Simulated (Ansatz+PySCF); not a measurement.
Values are calculated unless marked as measured or tabulated.
## PySCF 2.14.0 run

```python
from pyscf import gto, scf

mol = gto.M(atom="""
C 0.000000 0.000000 -1.139830
C 0.000000 0.000000 0.197320
C 0.000000 0.000000 1.311230
H 0.000000 -0.945350 -1.503900
H -0.818700 0.472670 -1.503900
H 0.818700 0.472670 -1.503900
H 0.000000 0.000000 2.299370
""", basis='def2-svp', charge=0, spin=0)
mf = scf.UHF(mol)
mf.kernel()
print(mf.converged, mf.e_tot, mf.spin_square()[0])
```

The script is written out from the run's settings.

The run gave:

```
Converged                       : yes
Total energy                    : -115.73120 hartree
Spin squared of the determinant : 0.000
Cycles                          : 13
```
